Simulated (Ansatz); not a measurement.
# CH2NO radical (SMILES [NH]C=O): functionals against CCSD(T) at one geometry

One table from this session's results is given with a row withheld; the runs are named, their logs left out.

Method: single points in def2-TZVPP; program: Ansatz 0.2.0, Gaussian basis.

Cores are frozen in the correlated methods. Orbitals are unrestricted.

## Starting geometry

5 atoms, charge 0, spin multiplicity 2.

Atoms are counted from 1 here; the program's logs count them from 0.

Bond lengths: N1–C2 1.429 Å, N1–H4 1.011 Å, C2–O3 1.214 Å, C2–H5 1.123 Å. Angles: C2–N1–H4 111.1°, N1–C2–O3 129.2°, N1–C2–H5 109.6°, O3–C2–H5 118.8°.

Coordinates:

```xyz
5

N    -0.7396    0.6085   -0.4416
C     0.2747   -0.0818    0.2910
O     0.7150   -1.2012    0.1243
H    -1.5660    0.7480    0.1229
H     0.8820    0.6569    0.8792
```

The first run:

File run/in.yaml:

```yaml
crystal:
  periodic: [false, false, false]
  atoms:
    - {symbol: N, position_ang: [-0.739613, 0.608483, -0.441619]}
    - {symbol: C, position_ang: [0.274672, -0.081761, 0.291014]}
    - {symbol: O, position_ang: [0.715019, -1.201165, 0.124306]}
    - {symbol: H, position_ang: [-1.566037, 0.748050, 0.122899]}
    - {symbol: H, position_ang: [0.882045, 0.656894, 0.879160]}
basis:
  gaussian: {orbitals: def2-TZVPP}
magnetization: {spin_polarized: true, initial_magnetization: 1}
hamiltonian: {xc: pbe, dispersion: d4}
output: {forces: true}
```

Run with:

```sh
ansatz run in.yaml --threads 2 --pin off --events-out ev --progress --plain --max-ram 3481MiB
```

Steps of the session up to this table: PBE-D4/def2-TZVPP; r2SCAN-D4/def2-TZVPP; PBE0-D4/def2-TZVPP; wB97M-V/def2-TZVPP; CCSD(T)/def2-TZVPP.

One table of the session follows, with a row left open; its other results are not shown here.

```
   method  RMS force component (eV/Å)  angle to CCSD(T) forces (°)  dipole (D)
   PBE-D4                           ?                            ?           ?
r2SCAN-D4                       0.702                         21.8        2.98
  PBE0-D4                       0.807                         24.9        3.03
  wB97M-V                       0.764                         21.1        3.04
  CCSD(T)                       0.599                    reference        2.93
```

Estimate the missing values for PBE-D4.

**Answer.** RMS force component (eV/Å): 0.663; angle to CCSD(T) forces (°): 35.8; dipole (D): 2.85. In the column «RMS force component (eV/Å)» it lies between CCSD(T) (0.599) and r2SCAN-D4 (0.702).
